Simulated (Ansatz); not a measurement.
# Smallest direct gap on the k points sampled of rutile TiO2 at several levels of theory

No measured value is used here.

```json
[
 {"level (code)": "LDA (Ansatz)", "value (eV)": "1.82", "cell (Å³/atom)": "10.40"},
 {"level (code)": "PBE (Ansatz)", "value (eV)": "1.90", "cell (Å³/atom)": "10.40"},
 {"level (code)": "PBE-D3(BJ) (Ansatz)", "value (eV)": "1.87", "cell (Å³/atom)": "10.46"},
 {"level (code)": "r²SCAN-D4 (Ansatz)", "value (eV)": "2.23", "cell (Å³/atom)": "10.33"},
 {"level (code)": "Hartree–Fock (Ansatz)", "value (eV)": "12.54", "cell (Å³/atom)": "10.40"}
]
```

Computed values are for a static lattice.  Values are at the measured cell; PBE-D3(BJ) at the level's own equilibrium cell; r²SCAN-D4 at the level's own relaxed cell. Cutoffs and k meshes differ between the levels. Ansatz's density-functional and Hartree–Fock values are scalar-relativistic unless marked +SOC, with PAW data made under PBE.

Ansatz is a first-principles code.
